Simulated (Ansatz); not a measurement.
Ideal-gas functions of H2MgO2, SMILES `[OH][Mg][OH]` at 298.15 K and 1 bar, from an Ansatz frequency run at PBE0-D4/def2-TZVP.

Molar mass 58.32 g/mol, point group C2 (symmetry number 2), electronic degeneracy 1, moments of inertia 0.27, 113.809, 114.077 u Å². Harmonic wavenumbers (cm⁻¹, unscaled): 44, 160, 170, 170, 180, 617, 915, 4070, 4070.

Use S(trans) = R[1.5 ln M + 2.5 ln T − 1.1517]; rotational temperatures θ = 24.2544 K / I; S(rot) = R[ln(√π/σ · √(T³/θAθBθC)) + 1.5]; for each mode x = 1.438777 ν̃/T, S = R[x/(eˣ − 1) − ln(1 − e⁻ˣ)] and H = RT x/(eˣ − 1); 1 cm⁻¹ = 0.0119627 kJ/mol; R = 8.31446 J/(mol·K).

Question: By hand: the entropy, in J/(mol·K).

Answer: Translation 159.6. Rotation: θ = 89.8311, 0.2131, 0.2126 K, giving 76.7. Vibration, mode by mode: 21.21, 10.67, 10.19, 10.19, 9.74, 1.76, 0.55, 0.00, 0.00, in all 64.3. Electronic 0.0. Sum 300.6 J/(mol·K).

Question: By hand: H − E and G − E in kJ/mol, counted from the electronic energy.

Answer: Zero-point energy ½ × 10396 × 0.0119627 = 62.2; thermal vibration 9.2; translation, rotation and pV give 4 RT = 9.9. H − E = 81.3 kJ/mol, and G − E = 81.3 − 298.15 × 300.6/1000 = -8.3 kJ/mol.

Vibration gives 21 % of the entropy, 21.2 J/(mol·K) of it from the mode under 150 cm⁻¹: soft modes count most, and the harmonic formula is weakest for them. The sum counts one conformer and one mirror image; others add a mixing term.
